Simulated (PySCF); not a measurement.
N2O.
Cartesian coordinates in Å at the PBE0-D3(BJ)/def2-SVP level; atoms count from 1:
```xyz
3
N2O angstrom
N     -0.7704    0.3904    0.0656
N      0.3552    0.4182    0.0540
O      1.5277    0.4469    0.0419
```

Level of theory: PBE0-D3(BJ)/def2-SVP geometry optimisation, gas phase (PySCF).

Masses are those of the commonest isotopes; rigid-rotor values at the optimised geometry. 

What are the moment of inertia and the rotational constant?

I = 39.556 u·Å², B = 505379 MHz·u·Å²/I = 12776 MHz (0.4262 cm⁻¹, or 0.613 K as hB/k).

List the first levels of a rigid rotor in a Σ state.

E(J) = BJ(J+1): J = 1: 0.852, J = 2: 2.557, J = 3: 5.114, J = 4: 8.524, J = 5: 12.785, J = 6: 17.899 cm⁻¹.

Estimate the classical rotational partition function at 10 K, 100 K and 200 K.

Point group C∞v, symmetry number σ = 1; q = kT/(σhB), k/h = 20836.6 MHz/K: 16.3 at 10 K, 163 at 100 K, 326 at 200 K.

No PBE0-D3(BJ)/def2-SVP frequencies stand behind this structure, so it isn't proved a minimum. These are rigid-rotor constants of the computed structure; measured ground-state constants (B0) also hold zero-point vibration.
